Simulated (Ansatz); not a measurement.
A made-up structure of BSiH4O (charge +1), closed shell:

```xyz
7
angstrom
O -0.4094 -0.3433 -0.5435
B -1.4014 0.5148 -0.6953
Si 0.9846 0.1914 0.8696
H -2.2048 0.2556 -1.4762
H -0.2657 -1.1801 -1.0126
H 0.9155 -0.2287 2.2872
H 2.2202 0.9434 0.5556
```

It is relaxed with PBE-D4/def2-SVP and then PBE0-D4/def2-TZVP (Ansatz 0.2.0). Atoms count as bonded within 1.22 times the sum of their covalent radii (H–H: 0.88 Å). The end point is not checked to be a true minimum.

Does its bonding change? (Judge from chemistry; the calculation decides.)

The calculation gives: Yes. Formed: B2–Si3; broken: none.

Where it ends: The first stage lowers the energy by 3.84 eV in 9 steps. It ends as BSiH₄O ([BH]1[OH][SiH2]1), total charge +1:
O1  (-0.121, -0.689, -0.562)
B2  (-0.952, 0.416, -0.430)
Si3  (0.580, 0.490, 0.771)
H4  (-1.949, 0.671, -1.005)
H5  (-0.161, -1.479, -1.131)
H6  (0.558, -0.231, 2.054)
H7  (1.884, 0.975, 0.288)
(Å)

Labels in which every atom is bracketed show which atoms are joined, not bond orders.

For scale, one of the runs: PBE0-D4/def2-TZVP relaxation, 123 basis functions, launched by `ansatz run in.yaml --threads 2 --pin off --events-out ev --progress --plain --max-ram 4352MiB`. The run took about 15 s on 2 CPU threads of an Arm Neoverse V2 (shared host).
